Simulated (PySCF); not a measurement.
Job for PySCF: R-B3LYP/6-311+G** on ClF (SMILES FCl).

```python
from pyscf import gto, scf, dft, mp
from pyscf.data.elements import chemcore

mol = gto.M(
    atom='''
    Cl   -0.31586800   -0.00006600   -0.01691400
    F    -1.97230800    0.00007400    0.02657000
    ''',
    basis='6-311+g**',
    charge=0, spin=0, verbose=3, max_memory=1800)
mf = dft.RKS(mol, xc='b3lyp')
mf.conv_tol = 1e-8
mf.max_cycle = 100
mf.kernel()
if not mf.converged:
    mf = mf.newton().run(mf.mo_coeff, mf.mo_occ)
```

The log:

```
converged SCF energy = -560.01113014422
```

The calculation finished and met its thresholds.

Cost: around 0.8 core-seconds (rough).
